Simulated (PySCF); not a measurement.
## Na₂: frontier orbitals

PBE0 at R = 3.084 Å; basis Na 6-31G(d,p); no relativity; PySCF 2.14. State: ¹Σg⁺ (singlet), closed shell. Only the outer orbitals are listed.

| orbital | occ. | ε (eV) | main shells (%) |
| --- | --- | --- | --- |
| σg | 2 | -31.80 | 100 p |
| πu | 2 | -31.78 | 100 p |
| πu | 2 | -31.78 | 100 p |
| πg | 2 | -31.77 | 100 p |
| πg | 2 | -31.77 | 100 p |
| σu | 2 | -31.75 | 100 p |
| σg | 2 | -3.62 | 95 s |
| σu | 0 | -1.34 | 64 s, 36 p |
| πu | 0 | -0.55 | 100 p |
| πu | 0 | -0.55 | 100 p |

Problem. Which are the highest filled and the lowest empty level, where do they sit, and how wide is the gap?

Solution. Highest filled σg at -3.62 eV (in %: 95 s); lowest empty σu at -1.34 eV (in %: 64 s, 36 p); the gap at PBE0 is 2.28 eV.

```json
{"bond order (Mayer)": "1.00", "⟨S²⟩": "0.000", "polarisability along the bond": "335.4 bohr³", "polarisability across the bond": "203.8 bohr³"}
```

Closed-shell solutions of metal pairs were not tested for spin polarisation, which can lower them a little.
